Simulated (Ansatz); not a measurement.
C3H6O2 can be A, `OCC1CO1`, or B, `CC=C(O)O`.

Calculated with Ansatz (gas phase, PBE0-D4/def2-TZVP geometries, no zero-point term in ΔE). CCSD(T)/CBS is the MP2 limit (def2-TZVPP, def2-QZVPP) plus CCSD(T) − MP2 in def2-TZVPP, frozen cores. Functionals use def2-TZVPP. B3LYP here is the variant with VWN-RPA as its local correlation; programs differ in this. Each species was taken in one conformer, which may not be the lowest.

A:

```xyz
11

O     0.913   -1.921   -0.026
C     0.121   -0.907   -0.598
C     0.390    0.425    0.028
C    -0.680    1.383    0.278
O    -0.157    0.594    1.333
H     0.723   -1.939    0.917
H     0.373   -0.879   -1.661
H    -0.950   -1.135   -0.508
H     1.409    0.796   -0.072
H    -0.447    2.443    0.332
H    -1.696    1.139   -0.024
```

B:

```xyz
11

C    -1.2284    0.8945    0.0583
C    -0.5204   -0.3899    0.3317
C     0.7501   -0.6439    0.0263
O     1.3533   -1.8067    0.3284
O     1.6160    0.1896   -0.6000
H    -1.9750    0.8000   -0.7380
H    -1.7553    1.2525    0.9476
H    -0.5525    1.7059   -0.2344
H    -1.0634   -1.1917    0.8149
H     2.2285   -1.7974   -0.0720
H     1.1470    0.9872   -0.8628
```

(1) Which isomer does CCSD(T)/CBS put lower? Give the gap. (An estimate is asked.)

(2) Give E(B) − E(A) in kJ/mol with CCSD/def2-TZVPP, r2SCAN-D4, ωB97M-V, LDA (SPW92), B3LYP-D4, B3LYP, HF/def2-TZVPP. (Estimate.)

(3) Does the order hold for the free energy at 298.15 K (harmonic terms from PBE0-D4)? (Best estimate.)

Largest T1 diagnostic: 0.011.

## Answers

(1) Ansatz gave: B, by 94.4 kJ/mol.

(2) The calculation gave: CCSD/def2-TZVPP -91.5, r2SCAN-D4 -99.2, ωB97M-V -95.5, LDA (SPW92) -105.1, B3LYP-D4 -103.5, B3LYP -102.8, HF/def2-TZVPP -100.1. None reverses the order clearly.

(3) The calculation gave: Yes: G(B) − G(A) = -103.8 kJ/mol, for one conformer each.

Leaving LDA and LC-ωPBE aside and taking each functional with its dispersion term where it has one, the values, not all of them listed here, spread over 20.7 kJ/mol, from BLYP-D4 to ωB97X-V. LDA lies −9.8 kJ/mol from PBE without D4. In def2-TZVPP, CCSD(T) changes the Hartree–Fock value by +7.8 kJ/mol (the triples alone add −0.9 kJ/mol) and MP2 by +9.4 kJ/mol.
